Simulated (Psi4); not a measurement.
# doublet CH2AlN+: levels of theory compared

Aim: a comparison of 4 runs (U-wB97M-V/aug-cc-pVDZ, U-wB97X/aug-cc-pVDZ, UCAM-B3LYP/aug-cc-pVDZ, UM06-2X/aug-cc-pVDZ) of doublet CH2AlN+. 

The results are computed with Psi4 1.11.

1 further run of the same task is left out (set aside as unsound or not needed).

### 1 The system as given

CH2AlN+: 5 atoms, total charge +1, spin state doublet. SMILES of the parent species: `N#[C][AlH2]`. The shape is that of a PBE0-D4/def2-TZVP optimisation. That shape belongs to the parent species and isn't relaxed for this state.

Bond lengths: N1–C2 1.154 Å, C2–Al3 1.938 Å, Al3–H4 1.573 Å, Al3–H5 1.572 Å. Angles: N1–C2–Al3 180.0°, C2–Al3–H4 117.0°, C2–Al3–H5 117.0°, H4–Al3–H5 126.1°.

### 2 The energy at U-wB97M-V/aug-cc-pVDZ (run 1)

The input, ch2aln.xyz:

```xyz
5
CH2AlN
N      1.382300    -1.346000     1.394200
C      0.714200    -0.698000     0.711800
Al    -0.407200     0.390000    -0.434600
H     -1.629700    -0.322900    -1.120200
H     -0.009700     1.903200    -0.592600
```

The input, calc.py:

```python
import psi4

psi4.set_memory('2200 MB')
psi4.set_num_threads(1)
psi4.set_output_file('output.dat', False)

with open('ch2aln.xyz') as f:
    atoms = ''.join(f.readlines()[2:])
mol = psi4.geometry('1 2\n' + atoms + 'symmetry c1\nno_reorient\nno_com')

psi4.set_options({
    'basis': 'aug-cc-pVDZ',
    'reference': 'uks',
    'puream': True,
    'e_convergence': 1e-09,
    'd_convergence': 1e-08,
    'scf_type': 'pk',
    'dft_radial_points': 99,
    'dft_spherical_points': 590,
    'maxiter': 100,
})

e_tot = psi4.energy('WB97M-V')
print(f'WB97M-V energy: {e_tot:.10f} Eh')
```

Command:

```console
$ python calc.py
```

output.dat:

```text
[...]
  Running in c1 symmetry.
[...]
  Nuclear repulsion =   69.014155576228063
[...]
  Multiplicity = 2
[...]
  Nalpha       = 14
  Nbeta        = 13
[...]
    Number of basis functions: 91
[...]
   @UKS iter   1:  -335.87460827318233   -5.74776e-01   4.54148e-03 DIIS/ADIIS
[...]
   @UKS iter  16:  -335.99306735747865   -2.47837e-11   7.13699e-09 DIIS
[...]
   @S^2 Observed:                7.752655527E-01
[...]
    Orbital Energies [Eh]
    ---------------------
    Alpha Occupied:
       1A    -56.643907     2A    -14.792203     3A    -10.621558
       4A     -4.611165     5A     -3.127882     6A     -3.123999
       7A     -3.121589     8A     -1.289758     9A     -0.872203
      10A     -0.768701    11A     -0.724028    12A     -0.696936
      13A     -0.693512    14A     -0.690377
    Alpha Virtual:
      15A     -0.246966    16A     -0.162025    17A     -0.154439
      18A     -0.129838    19A     -0.119667    20A     -0.110368
      21A     -0.090715    22A     -0.075259    23A     -0.072401
      24A     -0.070898    25A     -0.046460    26A     -0.027719
[...]
  @UKS Final Energy:  -335.99306735747865
   => Energetics <=
    Nuclear Repulsion Energy =             69.0141555762280632
    One-Electron Energy =                -592.7938901035179242
    Two-Electron Energy =                 210.8833887199206742
    DFT Exchange-Correlation Energy =     -23.2104102947747286
    Empirical Dispersion Energy =           0.0000000000000000
    VV10 Nonlocal Energy =                  0.1136887446652144
    Total Energy =                       -335.9930673574786510
[...]
 Multipole Moments:
 ------------------------------------------------------------------------------------
     Multipole            Electronic (a.u.)      Nuclear  (a.u.)        Total (a.u.)
 ------------------------------------------------------------------------------------
 L = 1.  Multiply by 2.5417464519 to convert [e a0] to [Debye]
 Dipole X            :        -14.2208524           13.2815621           -0.9392902
 Dipole Y            :         14.0533805          -13.1519269            0.9014536
 Dipole Z            :        -13.5945600           12.5999379           -0.9946221
 Magnitude           :                                                    1.6383399
[...]
```

On the terminal:

```text
WB97M-V energy: -335.9930673575 Eh
```

It took 4.4 min on 1 thread of Intel Xeon at 2.50GHz (Skylake/Cascade Lake), shared host; peak memory 1.4 GiB.

### 3 Energy and gradient at U-wB97X/aug-cc-pVDZ (run 2)

The input, job.py:

```python
import psi4

psi4.set_memory('2200 MB')
psi4.set_num_threads(1)
psi4.core.set_output_file('output.dat', False)

mol = psi4.geometry("""
1 2
N      1.382300    -1.346000     1.394200
C      0.714200    -0.698000     0.711800
Al    -0.407200     0.390000    -0.434600
H     -1.629700    -0.322900    -1.120200
H     -0.009700     1.903200    -0.592600
symmetry c1
""")

psi4.set_options({
    'basis': 'aug-cc-pVDZ',
    'reference': 'uks',
    'puream': True,
    'e_convergence': 1e-09,
    'd_convergence': 1e-08,
    'scf_type': 'pk',
    'dft_radial_points': 99,
    'dft_spherical_points': 590,
    'maxiter': 100,
})

energy_value, wavefunction = psi4.gradient('WB97X', return_wfn=True)
psi4.oeprop(wavefunction, 'WIBERG_LOWDIN_INDICES', 'MAYER_INDICES', 'DIPOLE')
print('gradient / Eh bohr^-1')
print(energy_value.np.round(6))
print(f'energy = {wavefunction.energy():.10f} Eh')
```

Command:

```console
$ python job.py
```

output.dat:

```text
[...]
  Running in c1 symmetry.
[...]
  Nuclear repulsion =   69.014155576228063
[...]
  Multiplicity = 2
[...]
  Nalpha       = 14
  Nbeta        = 13
[...]
    Number of basis functions: 91
[...]
   @UKS iter   1:  -335.87585325622354   -5.97313e-01   4.65828e-03 ADIIS/DIIS
[...]
   @UKS iter  17:  -336.00003885068861   -3.11502e-11   8.40444e-09 DIIS
[...]
   @S^2 Observed:                7.800315857E-01
[...]
    Orbital Energies [Eh]
    ---------------------
    Alpha Occupied:
       1A    -56.389873     2A    -14.678778     3A    -10.534916
       4A     -4.563470     5A     -3.117258     6A     -3.112480
       7A     -3.110110     8A     -1.293284     9A     -0.881514
      10A     -0.779887    11A     -0.738635    12A     -0.703607
      13A     -0.699898    14A     -0.695165
    Alpha Virtual:
      15A     -0.237881    16A     -0.157994    17A     -0.137332
      18A     -0.110321    19A     -0.100488    20A     -0.090460
      21A     -0.068629    22A     -0.057965    23A     -0.051274
      24A     -0.045799    25A     -0.021309    26A     -0.010075
[...]
  @UKS Final Energy:  -336.00003885068861
   => Energetics <=
    Nuclear Repulsion Energy =             69.0141555762280632
    One-Electron Energy =                -592.8678931388478759
    Two-Electron Energy =                 210.7580108600291737
    DFT Exchange-Correlation Energy =     -22.9043121480979615
    Empirical Dispersion Energy =           0.0000000000000000
    VV10 Nonlocal Energy =                  0.0000000000000000
    Total Energy =                       -336.0000388506886111
[...]
  -Total Gradient:
     Atom            X                  Y                   Z
    ------   -----------------  -----------------  -----------------
       1       -0.035668020793     0.034596364864    -0.036437173864
       2        0.041035241441    -0.039800886088     0.041925570360
       3       -0.018602091840     0.018028542726    -0.019015205933
       4        0.013812208405     0.003573022603     0.009077336804
       5       -0.000662326702    -0.016314631095     0.004362593389
[...]
 Multipole Moments:
 ------------------------------------------------------------------------------------
     Multipole            Electronic (a.u.)      Nuclear  (a.u.)        Total (a.u.)
 ------------------------------------------------------------------------------------
 L = 1.  Multiply by 2.5417464519 to convert [e a0] to [Debye]
 Dipole X            :         -0.0567724           -1.4258200           -1.4825924
 Dipole Y            :          0.0548218            1.3831863            1.4380081
 Dipole Z            :         -0.0574431           -1.4576532           -1.5150963
 Magnitude           :                                                    2.5615355
[...]
```

On the terminal:

```text
gradient / Eh bohr^-1
[[-0.035668  0.034596 -0.036437]
 [ 0.041035 -0.039801  0.041926]
 [-0.018602  0.018029 -0.019015]
 [ 0.013812  0.003573  0.009077]
 [-0.000662 -0.016315  0.004363]]
energy = -336.0000388507 Eh
```

Run time: 1.7 min. Hardware: 1 thread of Intel Xeon at 2.50GHz (Skylake/Cascade Lake), shared host; peak memory 1.2 GiB.

Run 3 isn't shown in full; the table further down has it.

### 4 The energy at UM06-2X/aug-cc-pVDZ (run 4)

ch2aln.xyz is that of step 2.

The input, ch2aln_ase.py:

```python
import numpy as np
from ase.calculators.psi4 import Psi4
from ase.io import read

mol = read('ch2aln.xyz')
calc = Psi4(atoms=mol, method='m06-2x', basis='aug-cc-pVDZ', memory='2200MB', num_threads=1, charge=1, multiplicity=2, label='calc', reference='uks')
calc.psi4.set_options({'puream': True, 'e_convergence': 1e-09, 'd_convergence': 1e-08, 'scf_type': 'pk', 'dft_radial_points': 99, 'dft_spherical_points': 590, 'maxiter': 100})
mol.calc = calc

print(f'energy: {mol.get_potential_energy():.6f} eV')
```

Command:

```console
$ python ch2aln_ase.py
```

calc.dat:

```text
[...]
  Running in c1 symmetry.
[...]
  Nuclear repulsion =   69.014155576228063
[...]
  Multiplicity = 2
[...]
  Nalpha       = 14
  Nbeta        = 13
[...]
    Number of basis functions: 91
[...]
   @UKS iter   1:  -335.86141305017668   -4.22245e-01   4.63027e-03 DIIS/ADIIS
[...]
   @UKS iter  15:  -335.98344589546429   -4.88853e-12   5.37592e-09 DIIS
[...]
   @S^2 Observed:                7.770818143E-01
[...]
    Orbital Energies [Eh]
    ---------------------
    Alpha Occupied:
       1A    -57.200664     2A    -15.019556     3A    -10.799152
       4A     -4.708244     5A     -3.210829     6A     -3.209262
       7A     -3.206212     8A     -1.255416     9A     -0.832776
      10A     -0.737893    11A     -0.700519    12A     -0.653465
      13A     -0.646532    14A     -0.641355
    Alpha Virtual:
      15A     -0.290830    16A     -0.196968    17A     -0.196559
      18A     -0.163934    19A     -0.144498    20A     -0.142121
      21A     -0.109585    22A     -0.103196    23A     -0.093270
      24A     -0.090609    25A     -0.068453    26A     -0.048255
[...]
  @UKS Final Energy:  -335.98344589546429
   => Energetics <=
    Nuclear Repulsion Energy =             69.0141555762280632
    One-Electron Energy =                -592.9795403504367641
    Two-Electron Energy =                 202.9048878977272352
    DFT Exchange-Correlation Energy =     -14.9229490189828162
    Empirical Dispersion Energy =           0.0000000000000000
    VV10 Nonlocal Energy =                  0.0000000000000000
    Total Energy =                       -335.9834458954642855
[...]
 Multipole Moments:
 ------------------------------------------------------------------------------------
     Multipole            Electronic (a.u.)      Nuclear  (a.u.)        Total (a.u.)
 ------------------------------------------------------------------------------------
 L = 1.  Multiply by 2.5417464519 to convert [e a0] to [Debye]
 Dipole X            :         -0.2013968           -1.4258200           -1.6272168
 Dipole Y            :          0.1951519            1.3831863            1.5783382
 Dipole Z            :         -0.2053012           -1.4576532           -1.6629544
 Magnitude           :                                                    2.8114771
[...]
```

On the terminal:

```text
energy: -9142.575244 eV
```

Wall time 1.9 min (1 thread of Intel Xeon at 2.50GHz (Skylake/Cascade Lake), shared host); peak memory 1.4 GiB.

### 5 All runs side by side

```
run                   level      task  energy (Eh)  HOMO energy (eV)  LUMO energy (eV)   ⟨S²⟩  wall time
  1   U-wB97M-V/aug-cc-pVDZ    energy  -335.993067            -17.54            -12.21  0.775    4.4 min
  2     U-wB97X/aug-cc-pVDZ  gradient  -336.000039            -17.61            -12.24  0.780    1.7 min
  3  UCAM-B3LYP/aug-cc-pVDZ    energy  -335.996730            -16.76            -12.93  0.780       67 s
  4     UM06-2X/aug-cc-pVDZ    energy  -335.983446            -16.61            -13.21  0.777    1.9 min
```

### 6 Outcome

| quantity | value |
| --- | --- |
| run 4: total energy | -335.98345 Eh |
| run 4: HOMO energy (highest over α and β) | -16.61 eV |
| run 4: LUMO energy (lowest over α and β) | -13.21 eV |
| run 4: ⟨S²⟩ | 0.777 |

In words: Totals of different functionals can't be ranked against each other. All runs together took 9.1 min, the longest 4.4 min.
